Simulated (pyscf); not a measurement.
alane (AlH₃) + water (H₂O) → alane (AlH₃) + water (H₂O) (four-centre exchange; singlet surface; Al–H, H–O broken, Al–H, H–O formed). Structures and frequencies: ωB97X-D3(BJ)/def2-SVP in PySCF. Correlated levels are frozen-core, on RHF or UHF. ΔMP2 is the change of the MP2 total energy from the triple- to the quadruple-zeta basis. Energies in eV from the separated reactants.

```csv
level,barrier,reaction energy
ωB97X-D3(BJ)/def2-TZVP,3.85,0.00
PBE0-D3(BJ)/def2-TZVP,[?],0.00
M06-2X/def2-TZVP,3.64,0.00
ωB97M-D3(BJ)/def2-TZVP,3.67,0.00
MP2/def2-QZVPP,3.63,0.00
CCSD/def2-TZVPP,3.80,0.00
CCSD(T)/def2-TZVPP + ΔMP2(QZVPP),[?],0.00
```

### Question
What belongs in the gaps?

### Answer

- PBE0-D3(BJ)/def2-TZVP, barrier: 3.45
- CCSD(T)/def2-TZVPP + ΔMP2(QZVPP), barrier: 3.45

On the reactant side the descent ends in an adduct with a Al–O contact, 0.95 eV under the separated species and 4.80 eV under the saddle at ωB97X-D3(BJ)/def2-TZVP. On the product side the descent ends in an adduct with a Al–O contact (not fully relaxed), 0.98 eV under the separated species and 4.83 eV under the saddle at ωB97X-D3(BJ)/def2-TZVP. The same reactants have a lower exit, to HO–AlH₂ + H₂ (barrier -0.27 eV at ωB97M-D3(BJ), against +3.67 eV here). This is the saddle that the search found; another between the same sides may lie lower. One closed-shell reference is unstable to symmetry breaking; treat the single-reference values with care. The CCSD(T) − MP2 part came from Ansatz, without density fitting, on the same reference.
